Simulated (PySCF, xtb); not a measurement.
B(F)3 cation (BF3), SMILES FB(F)F (connectivity only; charge and spin as stated), charge +1, multiplicity 2.

Coordinates come from a ωB97X-D3(BJ)/def2-TZVP optimisation. The multiplicity is an assumed one; other spin states were not compared. The isomer is the one that the SMILES or the coordinates give; other isomers of the formula were not compared.

Calculation: IEF-PCM-M06-2X/def2-SVP (PySCF).

The values are the electrostatic part of the solvation free energy, E(continuum) − E(gas) at the gas-phase geometry, in a cavity of scaled van der Waals radii (PySCF's table); cavitation and dispersion terms are not included.

```json
[
 {"solvent": "water", "ε": "78.36", "ΔG(elec) (kcal/mol)": "?"},
 {"solvent": "n-hexane", "ε": "1.88", "ΔG(elec) (kcal/mol)": "-31.8"},
 {"solvent": "acetone", "ε": "20.49", "ΔG(elec) (kcal/mol)": "-64.9"}
]
```

Question: Fill in the missing entries. (Estimate from the structure and the level; the computed values follow.)

Answer: 
- water, ΔG(elec) (kcal/mol): -67.4

For comparison, GFN2-xTB/ALPB(water) (xtb, at the GFN2-xTB geometry, all terms of that model) gives -64.4 kcal/mol.
